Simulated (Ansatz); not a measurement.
Frontier orbitals of `OC1=CNC1`.

Z-matrix (Å, degrees):
```
C
N 1 1.493
C 1 1.505 2 86.4
H 1 1.093 2 112.2 3 116.5
H 1 1.094 2 113.9 3 -117.8
C 2 1.443 1 87.4 3 2.4
H 2 1.017 1 112.0 3 116.5
O 3 1.347 1 133.5 2 165.0
H 6 1.081 2 126.8 1 -176.0
H 8 0.961 3 109.2 1 35.8
```

Charge 0, multiplicity 1. The geometry is a stationary point of PBE0-D4/def2-TZVP. It is one conformer, not always the lowest. Basis def2-TZVPP, Ansatz.

```csv
functional,HOMO (eV),LUMO (eV),gap (eV)
PBE,-4.50,-0.08,4.42
BLYP,-4.38,-0.14,4.24
r2SCAN,-4.69,0.33,5.02
PBE0,-5.73,0.81,6.54
B3LYP,-5.53,0.42,5.95
HSE06 (plane-wave form),-5.33,0.44,5.77
ωB97X-V,-8.05,2.74,10.79
ωB97M-V,-7.97,2.25,10.22
HF,-8.47,3.46,11.93
```

A quarter of exact exchange (PBE0) shifts PBE's HOMO by −1.23 eV and its LUMO by +0.89 eV; full exchange at long range (ωB97M-V) shifts them by −3.47 and +2.33 eV. The gap opens from 4.42 to 10.22 eV, since occupied levels lose self-interaction and empty ones feel all the electrons. A positive LUMO is unbound and depends on the basis.

B3LYP here is the variant with VWN-RPA as its local correlation; programs differ in this.
